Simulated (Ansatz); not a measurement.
C2H4N2O2 can be A, `N/C(O)=N\C=O`, or B, `NC1(O)N=C1O`.

Calculated with Ansatz (gas phase, PBE0-D4/def2-TZVP geometries, no zero-point term in ΔE). CBS: MP2 limit from def2 TZ/QZ plus the TZ coupled-cluster correction, frozen cores. DFT in def2-TZVPP. Each species was taken in one conformer, which may not be the lowest.

Q: Which isomer does CCSD(T)/CBS put lower? Give the gap. (An estimate is asked.)

A: Ansatz gave: A, by 217.1 kJ/mol.

Q: Give E(B) − E(A) in kJ/mol with CCSD(T)/def2-TZVPP, r2SCAN-D4, MP2/def2-TZVPP, PBE-D4, HF/def2-TZVPP, BLYP-D4, B2PLYP. (Estimate.)

A: The calculation gave: CCSD(T)/def2-TZVPP 218.4, r2SCAN-D4 235.3, MP2/def2-TZVPP 212.4, PBE-D4 226.0, HF/def2-TZVPP 256.3, BLYP-D4 243.0, B2PLYP 234.2. None reverses the order clearly.

Q: Does the order hold for the free energy at 298.15 K (harmonic terms from PBE0-D4)? (An estimate is asked.)

A: Ansatz gave: Yes: G(B) − G(A) = +212.6 kJ/mol, for one conformer each.

Largest T1 diagnostic: 0.016.

In def2-TZVPP, CCSD(T) changes the Hartree–Fock value by −37.9 kJ/mol (the triples alone add −1.1 kJ/mol) and MP2 by −44.0 kJ/mol. From BLYP to BHLYP (50 % exact exchange), in def2-TZVPP and without D4, E(B) − E(A) moves by +4.2 kJ/mol.
